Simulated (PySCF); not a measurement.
Ligands exchanged one at a time, B Cl-Br. Gas-phase values, no solvent. Strings in code marks are SMILES.

Computed with PBE-D3(BJ)/def2-TZVP // PBE0-D4/def2-TZVP (PySCF). Excitations are Tamm–Dancoff values on a coarser integration grid. The basis has no diffuse functions, so Rydberg states are missing or too high.

```json
[
 {"species": "0 of 3 Cl replaced by Br (`ClB(Cl)Cl`)", "dipole moment (D)": "?", "brightest of the four lowest singlets (TDA) (eV)": "6.71", "LUMO (eV)": "?", "S1 oscillator strength": "0.000", "T1 excitation (TDA) (eV)": "4.93"},
 {"species": "1 of 3 Cl replaced by Br", "dipole moment (D)": "0.03", "brightest of the four lowest singlets (TDA) (eV)": "5.94", "LUMO (eV)": "-2.72", "S1 oscillator strength": "0.000", "T1 excitation (TDA) (eV)": "?"},
 {"species": "2 of 3 Cl replaced by Br (`ClB(Br)Br`)", "dipole moment (D)": "0.02", "brightest of the four lowest singlets (TDA) (eV)": "5.66", "LUMO (eV)": "-2.82", "S1 oscillator strength": "0.000", "T1 excitation (TDA) (eV)": "4.22"},
 {"species": "3 of 3 Cl replaced by Br", "dipole moment (D)": "0.00", "brightest of the four lowest singlets (TDA) (eV)": "?", "LUMO (eV)": "?", "S1 oscillator strength": "0.000", "T1 excitation (TDA) (eV)": "4.00"}
]
```

### Question
Fill in the missing entries.

### Answer

- 0 of 3 Cl replaced by Br (`ClB(Cl)Cl`), dipole moment (D): 0.00
- 0 of 3 Cl replaced by Br (`ClB(Cl)Cl`), LUMO (eV): -2.61
- 1 of 3 Cl replaced by Br, T1 excitation (TDA) (eV): 4.50
- 3 of 3 Cl replaced by Br, brightest of the four lowest singlets (TDA) (eV): 5.59
- 3 of 3 Cl replaced by Br, LUMO (eV): -2.92
